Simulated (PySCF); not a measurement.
methyl formate (C2H4O2), SMILES COC=O. Atoms are numbered in the order given.

```xyz
8

C     -0.3946    -1.3589     0.0000
O      0.7257    -0.4740     0.0000
C      0.4328     0.8286     0.0000
O     -0.6740     1.2906     0.0000
H     -1.0164    -1.1976    -0.8936
H      0.0172    -2.3755     0.0000
H     -1.0164    -1.1976     0.8936
H      1.3730     1.4191     0.0000
```

Coordinates come from a ωB97X-D3(BJ)/def2-SVP optimisation. Other conformers were not sampled.

All values below come from B3LYP/pcJ-1 (PySCF).

Isotropic couplings with Fermi-contact, spin-dipole and both spin-orbit terms, one fixed conformer, no vibrational averaging. Isotopes: 13C, 1H.

Task: Estimate the spin–spin coupling constants. (An estimate is asked for; the answer gives what the named calculation found.)

Result: 
| pair | bonds apart | J (Hz) |
|---|---|---|
| C1–H5 | 1 | 152.9 |
| C1–H6 | 1 | 154.4 |
| C1–H7 | 1 | 152.9 |
| C3–H8 | 1 | 233.1 |
| C1–C3 | 2 | -3.0 |
| H5–H6 | 2 | -10.7 |
| H5–H7 | 2 | -12.7 |
| H6–H7 | 2 | -10.7 |
| C1–H8 | 3 | 5.4 |
| C3–H5 | 3 | 1.8 |
| C3–H6 | 3 | 9.9 |
| C3–H7 | 3 | 1.8 |
| H5–H8 | 4 | -1.5 |
| H6–H8 | 4 | -0.5 |
| H7–H8 | 4 | -1.5 |
